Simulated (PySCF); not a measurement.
# State search for PS

Unrestricted PBE0; basis P def2-TZVP, S def2-TZVP; no relativity; PySCF 2.14. Outer shells of the fragments: P 3s2 3p3; S 3s2 3p4.

Followed along the bond (rough minima from three points):

| 2Ms+1 | unpaired | ⟨S²⟩ at the start | R at minimum (Å) | Te (eV) |
| --- | --- | --- | --- | --- |
| 2 | π ↑ | 0.77 | 1.90 | 0.00 |
| 4 | π ↑↑↑ | 3.76 | none in the scan | ≤ 2.13 |
| 6 | σ ↑, π ↑↑↑↑ | 8.75 | none in the scan | ≤ 6.68 |

Solutions found at the starting distance of 2.050 Å, counted from the lowest of them; the search is not exhaustive and high or unbound solutions are not listed, so other states can lie among these:

| 2Ms+1 | unpaired | term | E (eV) | ⟨S²⟩ | ⟨Lz²⟩ | μ (D) |
| --- | --- | --- | --- | --- | --- | --- |
| 2 | π ↑ | ²Π | 0.00 | 0.77 | 1.01 | -1.09 |
| 4 | π ↑↑↑ | ⁴Π | 1.81 | 3.76 | 1.01 | 0.22 |
| 2 | π ↑↑↓ | mixed | 2.16 | 1.77 | 3.05 | 0.23 |
| 4 | σ ↑, π ↑↑ | ⁴Σ⁻ | 2.77 | 3.76 | 0.00 | -1.07 |
| 2 | σ ↑, π ↑↓ | mixed | 3.36 | 1.77 | 2.03 | -0.81 |
| 2 | σ ↓, π ↑↑ | mixed | 3.41 | 1.77 | 0.00 | -0.82 |
| 2 | π ↑ | mixed | 3.58 | 0.75 | 3.02 | 0.25 |
| 4 | σ ↑, π ↑↑ | mixed | 5.68 | 3.76 | 2.02 | 0.30 |
| 2 | σ ↓, π ↑↑ | mixed | 6.22 | 1.77 | 2.02 | 0.33 |
| 4 | σ ↑, π ↑↑ | mixed | 6.24 | 3.76 | 2.01 | 0.02 |
| 4 | σ ↑↑, π ↑ | ⁴Π | 6.49 | 3.81 | 1.01 | -0.63 |
| 6 | σ ↑, π ↑↑↑↑ | ⁶Σ⁺ | 7.72 | 8.75 | 0.00 | 2.51 |
| 6 | σ ↑↑, π ↑↑↑ | ⁶Π | 7.74 | 8.76 | 1.01 | 0.44 |

A term symbol is given only where ⟨S²⟩ and ⟨Lz²⟩ are close to those of a pure state; real π, δ and φ orbitals otherwise mix terms. A positive dipole means P(−)S(+).

Counting both spins, an empty level lies below a filled one in some of these solutions, because spin and occupation are held.
